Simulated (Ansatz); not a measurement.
Molecule: SiH3, charge 0, multiplicity 2. SMILES: [SiH3]
Geometry: optimised at B3LYP-D3(BJ)/def2-TZVP (Ansatz, an electronic-structure program).

Parts of the frozen-core correlation energy in cc-pV(D+d)Z (Ansatz, hartree). Frozen orbitals: 5; correlated occupied orbitals by spin: 4 and 3; virtual: 29 and 30. UHF or UKS for open shells. Spin-orbit coupling is left out. Non-relativistic.

```tsv
term	value
reference (HF)	-290.63026
MP2 opposite-spin	-0.08267
MP2 same-spin	-0.01160
CCSD correlation	-0.12111
(T)	-0.00221
CCSDT minus CCSD(T)	-0.00063
CCSDT(Q) minus CCSD(T)	-0.00068
T1 diagnostic	0.012
largest doubles amplitude	0.031
<S^2> of the reference	0.754
```
